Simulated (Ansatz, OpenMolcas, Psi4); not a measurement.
**Worked example: vertical energy of the triplet above the singlet of SF2 (sulfur difluoride)**

The species is SF2 (3 atoms), meant as a singlet with charge 0. SMILES: `FSF`. The shape is that of a PBE0-D4/def2-TZVP optimisation.

```xyz
3

F     0.4401    1.1164    0.3654
S    -0.6020    0.1265   -0.3152
F     0.1618   -1.2430   -0.0502
```

Both states at this one shape; open shells run unrestricted unless said. 1 Eh = 27.2114 eV.

| level | program | singlet SF2 (Eh) | triplet SF2 (Eh) |
| --- | --- | --- | --- |
| BLYP/STO-3G | Ansatz | -590.368042 | -590.212524 |
| M06-2X/def2-TZVP | OpenMolcas | -597.841641 | -597.736404 |
| HSE06/def2-TZVP | Psi4 | -597.636959 | -597.543940 |
| DSD-PBEP86/def2-TZVP (density fitting for correlation), 7 core orbitals frozen | Psi4 | -597.372903 | -597.274133 |

Question: Work out the vertical gap, second state less first, at each level.

Answer: 
1. BLYP/STO-3G: -590.212524 − (-590.368042) = 0.155518 Eh = 4.23 eV.
2. M06-2X/def2-TZVP: -597.736404 − (-597.841641) = 0.105237 Eh = 2.86 eV.
3. HSE06/def2-TZVP: -597.543940 − (-597.636959) = 0.093019 Eh = 2.53 eV.
4. DSD-PBEP86/def2-TZVP (density fitting for correlation): -597.274133 − (-597.372903) = 0.098770 Eh = 2.69 eV.

No measured value is set beside it here; the levels span 2.53 to 4.23 eV. Minimal sets are far from the basis-set limit.
